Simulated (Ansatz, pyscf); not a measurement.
acetylene (HC≡CH) → :C=CH₂ [singlet], a hydrogen shift on the singlet surface: C–H broken, C–H formed. PySCF, gas phase, ωB97X-D3(BJ)/def2-SVP geometries. Wave-function energies: Ansatz (a quantum-chemistry and plane-wave program), frozen core, RHF or UHF references. In kcal/mol, from the reactant's lowest minimum found.

Cost: rough CPU time of the saddle's run relative to CCSD(T)/cc-pV(D+d)Z, from one job on a shared machine, with the HF step and its search for lower states.

```tsv
level	barrier	reaction energy	cost
M06-2X/def2-TZVP	46.46	+45.15	–
r²SCAN/def2-TZVP	45.14	+44.69	–
CCSD(T)/cc-pV(D+d)Z	45.78	+41.27	1
CCSDT(Q)/cc-pV(D+d)Z	45.71	+41.17	14
CCSDTQ/cc-pV(D+d)Z	45.71	+41.11	1000
CCSD(T)/cc-pV(T+d)Z	47.15	+44.28	6
CCSD(T)/cc-pV(Q+d)Z	47.29	+44.82	–
```

In cc-pV(D+d)Z, going from CCSD(T) to CCSDTQ shifts the barrier by -0.07 and the reaction energy by -0.16 kcal/mol. With HF in the quadruple-zeta basis and the correlation energy extrapolated as X⁻³ from X = 3, 4, CCSD(T) gives 47.41 and +45.17; adding the double-zeta shift gives ΔE‡ = 47.33 and ΔE = +45.01 kcal/mol, without core correlation, relativity or geometry relaxation at these levels. This is the saddle that the search found; another between the same sides may lie lower.
